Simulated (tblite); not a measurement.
Species: C4H5P2 (charge -1).
Atom-mapped SMILES: `[CH3:1][c:2]1[cH:3][p-:4][cH:5][p:6]1` (hydrogens: H7, H8, H9 on C1; H10 on C3; H11 on C5)
Bond orders are those of one Lewis drawing.

Computed with GFN2-xTB (tblite), gas phase: L-BFGS steps from a force-field or distance-geometry start until the largest atomic force falls under 0.01 eV/Å.

At the end of the run (lengths in Å): C3–P4 1.744, C5–P6 1.727, C3–H10 1.086, P4–C5 1.726, C5–H11 1.084, C2–P6 1.758, C1–C2 1.505, P4–C5–P6 118.8°, C3–P4–C5 93.2°, C1–C2–C3 121.9°, C2–P6–C5 93.6°.

Task: These geometries were met on the way; a selection of coordinates is given. Order them by energy above the end point, lowest first.
A. C3–P4 1.750, C5–P6 1.738, C3–H10 1.141, P4–C5 1.735, C5–H11 1.094, C2–P6 1.787, C1–C2 1.539, P4–C5–P6 118.0°, C3–P4–C5 94.8°, C1–C2–C3 128.5°, C2–P6–C5 93.7°
B. C3–P4 1.814, C5–P6 1.756, C3–H10 1.150, P4–C5 1.751, C5–H11 1.136, C2–P6 1.792, C1–C2 1.513, P4–C5–P6 111.6°, C3–P4–C5 99.3°, C1–C2–C3 130.3°, C2–P6–C5 99.7°
C. C3–P4 1.539, C5–P6 1.809, C3–H10 1.084, P4–C5 1.797, C5–H11 1.081, C2–P6 1.782, C1–C2 1.489, P4–C5–P6 89.1°, C3–P4–C5 119.2°, C1–C2–C3 141.8°, C2–P6–C5 110.6°
D. C3–P4 1.778, C5–P6 1.751, C3–H10 1.162, P4–C5 1.745, C5–H11 1.118, C2–P6 1.795, C1–C2 1.537, P4–C5–P6 115.9°, C3–P4–C5 96.3°, C1–C2–C3 129.4°, C2–P6–C5 95.6°
E. C3–P4 1.863, C5–P6 1.767, C3–H10 1.014, P4–C5 1.729, C5–H11 1.137, C2–P6 1.769, C1–C2 1.486, P4–C5–P6 100.0°, C3–P4–C5 109.3°, C1–C2–C3 131.8°, C2–P6–C5 108.0°

Result: A (0.166 eV), D (0.291 eV), B (0.496 eV), E (1.489 eV), C (3.275 eV).

| step | E above end (eV) | rms distance from the end, all atoms (Å) | largest force (eV/Å) | rms shift of all bonds from the end (Å) |
| --- | --- | --- | --- | --- |
| 5 | 0.166 | 0.115 | 1.479 | 0.023 |
| 4 | 0.291 | 0.128 | 1.936 | 0.033 |
| 3 | 0.496 | 0.147 | 1.772 | 0.037 |
| 1 | 1.489 | 0.194 | 4.998 | 0.047 |
| 0 | 3.275 | 0.219 | 14.416 | 0.071 |

Rows stand in the order of the answer.
